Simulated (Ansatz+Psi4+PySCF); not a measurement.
The numbers below are computed, except where a source is named.
Input for PySCF 2.14.0:

```python
from pyscf import gto, scf, mp

mol = gto.M(atom="""
N -0.007310 -0.002560 0.338600
O 0.007050 1.123550 -0.140820
O -0.008300 -1.114920 -0.140800
""", basis='cc-pvtz', charge=0, spin=1)
mf = scf.UHF(mol)
mf.kernel()
pt = mp.MP2(mf, frozen=3).run()
print(mf.e_tot, pt.e_corr, pt.e_tot)
```

The script is written out from the run's settings.

Results

* Converged: yes
* Reference energy: -204.10178 hartree
* Correlation energy: -0.67684 hartree
* Total energy: -204.77862 hartree
* Spin squared of the determinant: 0.774

Messages of the program:
```
WARN: HOMO -0.164262280867838 >= LUMO -0.164262280867838
WARN: HOMO -0.164262280867838 >= LUMO -0.164262280867838
```

The reference isn't the lowest determinant (another lies 0.02 eV lower), but the same method gives a higher total on the lower determinant.
